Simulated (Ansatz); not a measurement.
Total energies of H6N2Si, SMILES `NN[SiH3]`.

Z-matrix (Å, degrees):
```
Si
N 1 1.714
H 1 1.494 2 112.3
H 1 1.491 2 110.9 3 -118.9
H 1 1.486 2 107.1 3 120.7
N 2 1.407 1 123.5 3 57.5
H 2 1.005 1 123.5 3 -110.3
H 6 1.013 2 110.1 1 66.7
H 6 1.014 2 110.8 1 -53.4
```

The species carries charge 0 and has multiplicity 1. The geometry is a stationary point of PBE0-D4/def2-TZVP. It is one conformer, not always the lowest. Basis def2-TZVPP, the Gaussian-basis code of Ansatz.

RPA on PBE orbitals: Hartree–Fock energy of these orbitals -401.31854 Eh, correlation -0.94750 Eh (frozen core).

```json
{"functional": "LDA (SPW92)", "energy without D4 (Eh)": "-400.53564", "D4 term (kJ/mol)": "–"}
{"functional": "PBE-QIDH", "energy without D4 (Eh)": "-402.28043", "D4 term (kJ/mol)": "–"}
```

(1) Give the same for PBE, revPBE, BLYP, r2SCAN, B97M-V, PBE0, B3LYP, r2SCANh, r2SCAN0, HSE06 (plane-wave form), BHLYP, CAM-B3LYP, LC-ωPBE, ωB97X-V, ωB97M-V, B2PLYP. (Best estimate.)

B3LYP takes the VWN-RPA correlation (the form of Gaussian; ORCA's B3LYP/G). HSE06 is the plane-wave form, built on full-range PBE exchange. The double hybrids freeze the cores in their second-order part.

Answers

(1) Ansatz gave: 
```
             functional  energy without D4 (Eh)  D4 term (kJ/mol)
                    PBE              -402.34294             -13.0
                 revPBE              -402.53748             -44.2
                   BLYP              -402.58898             -29.5
                 r2SCAN              -402.54107              -3.1
                 B97M-V              -402.53720                 –
                   PBE0              -402.38073             -10.8
                  B3LYP              -402.66360             -21.0
                r2SCANh              -402.53369              -3.3
                r2SCAN0              -402.52334              -3.6
HSE06 (plane-wave form)              -402.36799             -10.0
                  BHLYP              -402.56851             -15.1
              CAM-B3LYP              -402.59361             -10.8
                LC-ωPBE              -402.48230                 –
                ωB97X-V              -402.55368                 –
                ωB97M-V              -402.55902                 –
                 B2PLYP              -402.42258                 –
```

LC-ωPBE has ω = 0.4 bohr⁻¹.
